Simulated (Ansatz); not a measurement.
Elastic constant C11 (GPa) of solids drawn from the class of elemental solids other than molecular ones, at two levels: LDA (Ansatz, an electronic-structure program, plane waves, PAW), and PBEsol (PAW; Ansatz).

```
solid           LDA  PBEsol  shift (%)
-------------  ----  ------  ---------
hcp Mg         70.7    67.0       -5.2
bcc K          4.86    4.11      -15.4
fcc Ir          672     646       -3.9
double-hcp La  60.2    56.2       -6.6
bcc Rb         3.90    3.26      -16.4
hcp Lu          105    99.1       -5.6
hcp Hf          193     190       -1.6
fcc Rh          502     471       -6.2
fcc Cu          235     211      -10.2
hcp Zn          242     215      -11.2
```

The shifts run from -16.4 % to -1.6 %, with a median of -6.4 %.

Over all 10 rows PBEsol is the larger in 0.

Ansatz's runs of these crystals have no spin polarisation.

Spin–orbit coupling is left out, also for the solids with elements from indium on (fcc Ir, double-hcp La, hcp Lu, hcp Hf); its size isn't shown.

Each level is taken at its own relaxed cell. Ansatz's density-functional and Hartree–Fock values are scalar-relativistic unless marked +SOC, with PAW data made under PBE.
